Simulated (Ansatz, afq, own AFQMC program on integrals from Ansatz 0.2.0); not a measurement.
Where AFQMC and coupled cluster stand for BO, doublet

```yaml
atoms:
  - { symbol: B, position_ang: [0.0000, 0.0000, 0.0000] }
  - { symbol: O, position_ang: [0.0000, 0.0000, 1.2006] }
```

Basis 6-31G. Noble-gas cores (and the filled d shells of Ga–Kr and In–Xe) are frozen. Ansatz 0.2.0 and our own AFQMC program on the same integrals; the CISD trial comes from CCSD amplitudes, and released means the phaseless constraint is let go. Free projection: walkers drawn from exp(T), propagated without any constraint. Its projection time is finite, and what remains of the start isn't in its error. Error bars are statistical, one sigma.

Determinant: UHF, the one that the program's search chose, which needn't be the lowest solution. The geometry is a point of a scan.

Full CI on the same integrals is exact in this basis and with this determinant's frozen core.

Cautions: unrestricted determinant slightly spin contaminated (⟨S²⟩ 0.84 against 0.75); the released energies are still falling, so no released level is given (meV from the phaseless value at times in 1/Eh: -2 ± 3 at 0.24, -1 ± 3 at 0.51, -8.1 ± 2.0 at 0.99, -9 ± 3 at 1.62, -15 ± 4 at 2.40), though the last usable value meets full CI within the noise; the ph-AFQMC/CISD walk drifts between its halves (2.3 errors).

- T1 diagnostic: 0.0348
- weight of the determinant in the CISD state: 0.904
- ⟨S²⟩ of the determinant: 0.839
- size of the correlated space: 9 electrons in 16 orbitals

Reference: full CI, correlation energy -4.953 eV.

```csv
level,E − E(reference) (kJ/mol),share of correlation (%)
HF,477.9,0.00
MP2,25.7,94.62
CCSD,21.1,95.59
CCSD(T),4.4,99.08
CCSDT,1.3,99.72
CCSDT(Q),-0.7,100.15
CCSDTQ,0.0,100.00
ph-AFQMC/HF,-5.8 ± 2.3,101.22
ph-AFQMC/CISD,0.9 ± 0.5,99.81
free AFQMC,-0.1 ± 0.6,100.03
```

CCSDT and higher add their correlation energy to the determinant of the CCSD(T) run, since their own runs factorise the integrals more tightly (a shift of under 2 meV). Free projections are given only where their last times agree within the noise and don't stop above the reference; a slow remainder of the start can still hide under it. A walk keeps the symmetry of its determinant, which the program's search chose and which needn't be the lowest solution, so a lower state of the same spin and another symmetry isn't excluded.
